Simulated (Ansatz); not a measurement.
**Gold, fcc under r²SCAN: how the Gaussian smearing moves the result**

A convergence test of the Gaussian smearing width. The geometry was relaxed under r²SCAN beforehand and stays fixed; 7 values are run, from 0.01 to 1.0 eV. Wanted are the values from which on the energy stays within 10 and 1 meV/atom, and the pressure within 0.5 GPa, of the narrowest run. Within the series other settings stay. Spin polarisation is left out.

Method: DFT r²SCAN, plane waves with PAW, scalar-relativistic, in Ansatz 0.2.0.

## (1) The system as given

It takes space group Fm-3m (No. 225, cubic). The conventional cell has a = 4.123 Å, b = 4.123 Å, c = 4.123 Å, α = 90.00°, β = 90.00°, γ = 90.00°. Au (site symmetry m-3m) is surrounded by 12 Au at 2.92 Å.

Structure file:

```
CELL_PARAMETERS angstrom
0.00000 2.06152 2.06152
2.06152 0.00000 2.06152
2.06152 2.06152 0.00000
ATOMIC_POSITIONS crystal
Au 0.00000 0.00000 0.00000
```

## (2) With a width of 0.01 eV

The run at 0.01 eV.

The input, input.yaml:

```yaml
crystal:
  lattice:
    - [0.0, 2.0615246536, 2.0615246536]
    - [2.0615246536, 0.0, 2.0615246536]
    - [2.0615246536, 2.0615246536, 0.0]
  atoms:
    - { symbol: Au, position: [0.0, 0.0, 0.0] }
hamiltonian:
  xc: r2scan
  pseudopotentials:
    kind: paw
    azcp:
      Au: "pseudopotentials/Au.paw.azcp"
basis:
  ecutwfc: 500
  fft_grid_basis: typed
kpoints:
  mp_grid: { grid: [13, 13, 13], shift: [0, 0, 0] }
magnetization:
  spin_polarized: false
scf:
  occupations: { method: gaussian, width: 0.01 }
  lower_state_search: "off"
output:
  stress: true
```

On the command line:

```
$ ansatz run input.yaml --threads 2 --pin off --max-ram 5120MiB --backend cpu --events-out ev --progress --plain --runs-dir out
```

## (3) With a width of 0.03 eV

The run at 0.03 eV.

input.yaml, as its differences from that of step 2:

```diff
@@ -21,3 +21,3 @@
 scf:
-  occupations: { method: gaussian, width: 0.01 }
+  occupations: { method: gaussian, width: 0.03 }
   lower_state_search: "off"
```

## (4) With a width of 0.1 eV

The run at 0.1 eV.

input.yaml, as its differences from that of step 3:

```diff
@@ -21,3 +21,3 @@
 scf:
-  occupations: { method: gaussian, width: 0.03 }
+  occupations: { method: gaussian, width: 0.1 }
   lower_state_search: "off"
```

## (5) With a width of 0.2 eV

The run at 0.2 eV.

input.yaml, as its differences from that of step 4:

```diff
@@ -21,3 +21,3 @@
 scf:
-  occupations: { method: gaussian, width: 0.1 }
+  occupations: { method: gaussian, width: 0.2 }
   lower_state_search: "off"
```

## (6) With a width of 0.3 eV

The run at 0.3 eV.

input.yaml, as its differences from that of step 5:

```diff
@@ -21,3 +21,3 @@
 scf:
-  occupations: { method: gaussian, width: 0.2 }
+  occupations: { method: gaussian, width: 0.3 }
   lower_state_search: "off"
```

## (7) With a width of 0.6 eV

The run at 0.6 eV.

input.yaml, as its differences from that of step 6:

```diff
@@ -21,3 +21,3 @@
 scf:
-  occupations: { method: gaussian, width: 0.3 }
+  occupations: { method: gaussian, width: 0.6 }
   lower_state_search: "off"
```

## (8) With a width of 1.0 eV

The run at 1.0 eV.

input.yaml, as its differences from that of step 7:

```diff
@@ -21,3 +21,3 @@
 scf:
-  occupations: { method: gaussian, width: 0.6 }
+  occupations: { method: gaussian, width: 1.0 }
   lower_state_search: "off"
```

(Steps that only read results are left out.)

Before running it: what results should come out?

**Answer**, as computed:

| quantity | value |
| --- | --- |
| E(σ → 0) stays within 10 meV/atom of 0.01 eV | up to 1.0 eV |
| E(σ → 0) stays within 1 meV/atom | up to 0.3 eV |
| pressure stays within 0.5 GPa | up to 0.6 eV |
| pressure at 0.01 eV | -0.19 GPa |
| energy of a separate run on a finer mesh (22×22×22) | -0.4 meV/atom from 0.01 eV |

**Reading.** The far end, 1.0 eV, lies +1.4 meV/atom and +0.7 GPa from the yardstick. The free energy F moves by -66.6 meV/atom over the range, and the estimate for σ → 0 by +1.4. In theory F falls as the square of the width under this scheme, but here the ratio is not steady: the mesh at narrow widths, or a density of states that varies over the wide ones, can both cause that. The mesh (13×13×13) is fixed, so the narrowest widths carry a k-point error of their own. A run on a finer mesh agrees with the yardstick to 1 meV/atom. The cell taken over is 3 % larger than the measured one (16.96 Å³/atom, COD).
